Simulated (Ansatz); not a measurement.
We consider cuprite Ag2O, described by B3LYP (VWN-RPA form) in Ansatz (plane waves, PAW).

Run with plane-wave cutoff 460 eV, 6×6×6 k mesh, Fermi–Dirac smearing 0.01 eV, no spin polarisation, scalar-relativistic PAW data made under PBE.

The cell has the measured lattice: a = 4.745 Å, b = 4.745 Å, c = 4.745 Å, α = 90.00°, β = 90.00°, γ = 90.00°.

**Question.** Estimate the band gap that the calculation returns.

**Answer.** 
- band gap = 1.60 eV (on the SCF k mesh)

Measured, for comparison: band gap 1.2 eV (temperature not stated, not corrected to a static lattice, photoconductivity; as tabulated in He and Franchini (2017), arXiv:1706.08159).

Note: cell and atoms aren't relaxed at this level (pressure 5.8 GPa).

Spin–orbit coupling is not included.

Cost on a shared machine: roughly 3 core-minutes.

Ansatz is a program for electronic structure.
